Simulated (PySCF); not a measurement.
# CH3B (SMILES B[CH]) at 6 levels

We compute a comparison of 6 runs (U-r2SCAN/STO-3G, U-wB97X-V/STO-3G, UB3LYP/STO-3G, UM06-2X/STO-3G, UPBE/STO-3G, UPBE0/STO-3G) of CH3B. Input form: a Python script.

The calculation is run with PySCF 2.14.0.

**1. The structure to begin with**

CH3B: 5 atoms, total charge 0, spin state triplet. SMILES: `B[CH]`. The B1–H4 distance was set to 1.761 Å, away from the relaxed value. At this shape a bond of the SMILES string is far longer than usual.

Bond lengths: B1–C2 1.463 Å, B1–H3 1.182 Å, C2–H5 1.068 Å. Angles: B1–C2–H5 150.8°, C2–B1–H3 120.4°. A long bond or contact: B1–H4 1.761 Å.

**2. The energy at U-r2SCAN/STO-3G (run 1)**

File job.py:

```python
from pyscf import gto, dft

mol = gto.M(
    atom='''
B      0.044707    -0.502142     0.677790
C      1.669853     1.729530     0.544356
H      0.127666    -1.856792     2.450693
H     -2.087429    -1.271294    -1.760034
H      3.088168     2.926294     1.337758
''',
    spin=2,
    max_memory=1860,
    verbose=4,
    unit='bohr',
    basis='sto-3g',
)

calc0 = dft.UKS(mol)
calc0.xc = 'r2scan'
calc0.conv_tol = 1e-10
calc0.grids.level = 5
calc0.kernel()
if not calc0.converged:
    calc0 = calc0.newton().run(calc0.mo_coeff, calc0.mo_occ)

energy = calc0.e_tot
print('Final energy', energy)
```

Launch:

```bash
$ OMP_NUM_THREADS=1 python job.py
```

Standard output:

```text
PySCF version 2.14.0

[... 57 lines left out ...]
WARN: HOMO -0.129289444568161 >= LUMO -0.191274605522079
[... 50 lines left out ...]
converged SCF energy = -63.6750908314328  <S^2> = 2.0166359  2S+1 = 3.0110701
Final energy -63.675090831432755
```

It took 4.8 s on 1 thread of Arm Neoverse V2, shared host; peak memory 0.2 GiB.

**3. The energy at U-wB97X-V/STO-3G (run 2)**

File run.py:

```python
from pyscf import gto, dft

molecule = gto.M(
    atom='''
B      0.044707    -0.502142     0.677790
C      1.669853     1.729530     0.544356
H      0.127666    -1.856792     2.450693
H     -2.087429    -1.271294    -1.760034
H      3.088168     2.926294     1.337758
''',
    spin=2,
    verbose=3,
    basis='sto-3g',
    unit='bohr',
    charge=0,
    max_memory=1860,
)

mf = dft.UKS(molecule, xc='wb97x-v')
mf.nlcgrids.level = 1
mf.grids.level = 5
mf.conv_tol = 1e-10
mf.kernel()
if not mf.converged:
    mf = mf.newton().run(mf.mo_coeff, mf.mo_occ)

e_final = mf.e_tot
print('E(%s) = %.9f' % ('WB97X-V', e_final))
```

Launch:

```bash
$ OMP_NUM_THREADS=1 python run.py
```

Standard output:

```text
WARN: HOMO -0.0760326626431872 >= LUMO -0.141421909925651

converged SCF energy = -63.6869432420906  <S^2> = 2.0118416  2S+1 = 3.007884
E(WB97X-V) = -63.686943242
```

It took 15 s on 1 thread of Arm Neoverse V2, shared host; peak memory 0.18 GiB.

Runs 3 to 5 aren't shown in full; the table further down has their settings and results.

**4. The energy at UPBE0/STO-3G (run 6)**

File run.py:

```python
from pyscf import gto, dft

molecule = gto.Mole()
molecule.atom = '''
B    0.023658  -0.265722   0.358671
C    0.883648   0.915228   0.288061
H    0.067558  -0.982572   1.296851
H   -1.104620  -0.672740  -0.931370
H    1.634188   1.548528   0.707911
'''
molecule.basis = 'sto-3g'
molecule.verbose = 3
molecule.spin = 2
molecule.max_memory = 1860
molecule.build()

mf = dft.UKS(molecule, xc='pbe0')
mf.grids.level = 5
mf.conv_tol = 1e-10
mf.kernel()
if not mf.converged:
    mf = mf.newton().run(mf.mo_coeff, mf.mo_occ)

e_final = mf.e_tot
print('E = %.10f Eh' % e_final)
```

Launch:

```bash
$ OMP_NUM_THREADS=1 python run.py
```

Standard output:

```text
WARN: HOMO -0.111751376163258 >= LUMO -0.175087665067041

converged SCF energy = -63.6250704410849  <S^2> = 2.0126932  2S+1 = 3.0084502
E = -63.6250704411 Eh
```

Run time: 2.7 s. Hardware: 1 thread of Arm Neoverse V2, shared host; peak memory 0.18 GiB.

**5. The series**

| run | level | nlc grid | energy (Eh) | dipole moment (D) | HOMO energy (eV) | LUMO energy (eV) | wall time |
| --- | --- | --- | --- | --- | --- | --- | --- |
| 1 | U-r2SCAN/STO-3G | – | -63.675091 | 1.45 | -3.69 | -1.88 | 4.8 s |
| 2 | U-wB97X-V/STO-3G | 1 | -63.686943 | 1.46 | -6.97 | 1.36 | 15 s |
| 3 | UB3LYP/STO-3G | – | -63.719489 | 1.45 | -4.41 | -1.52 | 3.3 s |
| 4 | UM06-2X/STO-3G | – | -63.699092 | 1.53 | -5.85 | 0.52 | 4.5 s |
| 5 | UPBE/STO-3G | – | -63.610818 | 1.47 | -3.16 | -2.53 | 2.7 s |
| 6 | UPBE0/STO-3G | – | -63.625070 | 1.44 | -4.67 | -1.03 | 2.7 s |

**6. What came out**

```
                                 quantity         value
                      run 6: total energy  -63.62507 Eh
                     run 6: dipole moment        1.44 D
run 6: HOMO energy (highest over α and β)      -4.67 eV
 run 6: LUMO energy (lowest over α and β)      -1.03 eV
                              run 6: ⟨S²⟩         2.013
```

What this shows: The dipole moment (its size) runs from 1.44 D (UPBE0/STO-3G) to 1.53 D (UM06-2X/STO-3G). Totals of different functionals can't be ranked against each other. In runs 1, 2, 3, 4, 5, 6 the basis is minimal, so the values are rough. All runs together took 33 s, the longest 15 s.
